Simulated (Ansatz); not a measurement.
C2H8N2 (`CC(N)N`) at its PBE0-D4/def2-TZVP geometry, where that method's forces vanish. Charge 0, multiplicity 1.

```xyz
12

C    -0.8115   -0.5663   -0.7624
C    -0.0050    0.3786    0.1155
N     1.3740    0.5645   -0.2937
N     0.0422   -0.1548    1.4625
H    -1.8454   -0.6543   -0.4141
H    -0.8369   -0.2046   -1.7929
H    -0.3599   -1.5618   -0.7474
H    -0.4729    1.3767    0.0650
H     1.8403   -0.3368   -0.3085
H     1.4209    0.9564   -1.2259
H     0.5428    0.4871    2.0648
H    -0.8886   -0.2846    1.8370
```

(1) What forces (eV/Å) does B3LYP-D4/def2-TZVPP give on these atoms in the Gaussian-basis code of Ansatz? (An estimate is asked.)

## Answers

(1) The calculation gave: 
```
C1  -0.125 -0.137 -0.145
C2  -0.178  0.206 -0.059
N3   0.225  0.017 -0.118
N4  -0.027 -0.038  0.252
H5   0.042 -0.001 -0.020
H6  -0.005 -0.026  0.045
H7  -0.032  0.043 -0.014
H8   0.021 -0.052  0.003
H9   0.040  0.015 -0.008
H10  0.035  0.009 -0.004
H11 -0.007 -0.025  0.033
H12  0.010 -0.012  0.037
```

B3LYP here is the variant with VWN-RPA as its local correlation; programs differ in this.
